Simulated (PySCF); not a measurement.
# Static response to an electric field

F2.
SMILES with atom numbers: `[F:1][F:2]`

Geometry (PBE0-D3(BJ)/def2-TZVP, Å), atoms numbered from 1 in this order:
```xyz
2
F2 angstrom
F      0.6964   -0.0280    0.0011
F     -0.6789   -0.0008   -0.0132
```

Level: CAM-B3LYP/aug-cc-pVTZ (PySCF), static field, nuclei fixed, core orbitals frozen in the response. The polarisability tensor in these axes (au):

```
x   12.09 -0.12  0.06
y   -0.12  6.10  0.00
z    0.06  0.00  6.10
```

Task: What are the eigenvalues, a third of the trace, and Δα (Δα² = ½Σ(αi − αj)² over the three pairs)?

Result: Principal values 6.09, 6.09 and 12.09 au; mean 8.09 au = 1.20 Å³ = 1.33 × 10⁻⁴⁰ C²·m²/J; Δα = 6.00 au (74 % of the mean).

Task: What is the dipole moment?

Result: 0.00 D; point group D∞h allows none.

Task: In TDDFT the mean static polarisability is Σ f/ω² over all singlet excitations (ω in hartree). How much of it do the 10 lowest give? Their energies (eV) and oscillator strengths: 4.89, 0.0001; 4.89, 0.0001; 8.84, 0.0000; 8.84, 0.0000; 12.28, 0.0000; 12.28, 0.0000; 12.82, 0.0292; 12.82, 0.0292; 12.93, 0.2931; 13.31, 0.0000.

Result: They add up to 1.57 au, 19.4 % of the 8.09 au; the largest single term is 1.30 au, from the state at 12.93 eV. Terms in order: 0.00, 0.00, 0.00, 0.00, 0.00, 0.00, 0.13, 0.13, 1.30, 0.00 au. Higher excitations give the rest. The strengths listed sum to 0.352.

Task: Give the eigenvalues of the traceless quadrupole moment Θ = ½Σq(3rr − r²1), origin at the centre of nuclear charge.

Result: -0.37, -0.37, 0.73 D·Å. With no charge and no dipole, the values don't depend on the origin. The electronic extent ⟨r²⟩ about the same centre is 52 bohr², a root-mean-square distance of 0.90 Å for the 18 electrons.

Task: Rayleigh depolarisation ratio (linearly polarised light, static tensor)?

Result: ρ = 3Δα²/(45ᾱ² + 4Δα²) = 107.9/(2948 + 143.8) = 0.0349.

Task: What would n − 1 = 2πNα be for an ideal gas of these molecules at 273.15 K and 1 atm, electronic part alone?

Result: N = p/kT = 2.6868 × 10¹⁹ cm⁻³, so n − 1 = 2π × N × 1.20 × 10⁻²⁴ cm³ = 202 × 10⁻⁶ at long wavelengths, for an ideal gas.

Task: Find the Langevin capture rate constant for H3+ (3.023 u) meeting this molecule (37.997 u), k = 2.342 × 10⁻⁹ cm³/s × √(α in Å³ / reduced mass in u).

Result: The reduced mass is 2.80 u, so k = 1.53 × 10⁻⁹ cm³/s.

Geometry: PBE0-D3(BJ)/def2-TZVP; no solvent, vibrations or thermal averaging.
